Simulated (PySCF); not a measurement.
Compound: C₃H₄ClF.
Bonds: C1–C2 (double), C2–Cl3, C2–C4, C4–F5. Hydrogens: H6, H7 on C1; H8, H9 on C4.

Computed, not measured: MP2 and CCSD/aug-cc-pVDZ in PySCF, restricted Hartree–Fock reference, 9 core orbitals frozen, non-relativistic, gas phase, PBE0-D3(BJ)/def2-SVP geometry.

E(HF) = -674.87268 Eh.

**Question.** How large is the problem?

**Answer.** 155 basis functions and 48 electrons; 9 orbitals frozen, which leaves o = 15 correlated occupied and v = 131 virtual orbitals. That is o·v = 1965 singles and o·v(o·v + 1)/2 = 1931595 distinct closed-shell doubles amplitudes before symmetry; the costliest CCSD step grows as o²v⁴ = 6.6 × 10^10.

**Question.** What are the MP2 and CCSD correlation energies?

**Answer.** MP2 -0.7688 Eh and CCSD -0.8108 Eh, which gives totals of -675.64151 and -675.68350 Eh. That is 0.735 eV for each correlated electron at CCSD (2129 kJ/mol in all, 0.120 % of the total energy); MP2 gives 94.8 % of the CCSD value.

**Question.** What is the T1 diagnostic?

**Answer.** 0.0114, below the customary warning level of 0.02. It is the norm of the spatial-orbital singles amplitudes over the root of the number of correlated electrons, so the norm is 0.062.

**Question.** How does correlation change the dipole moment?

**Answer.** HF gives 0.14 D and CCSD (unrelaxed density) 0.14 D, a change of 0.00 D; the two vectors are 13° apart.

No triples correction and no basis-set extrapolation were made.

The values belong to the conformer `[CH2:1]=[C:2]([Cl:3])[CH2:4][F:5]`: C1–C2–C4–F5 0°.
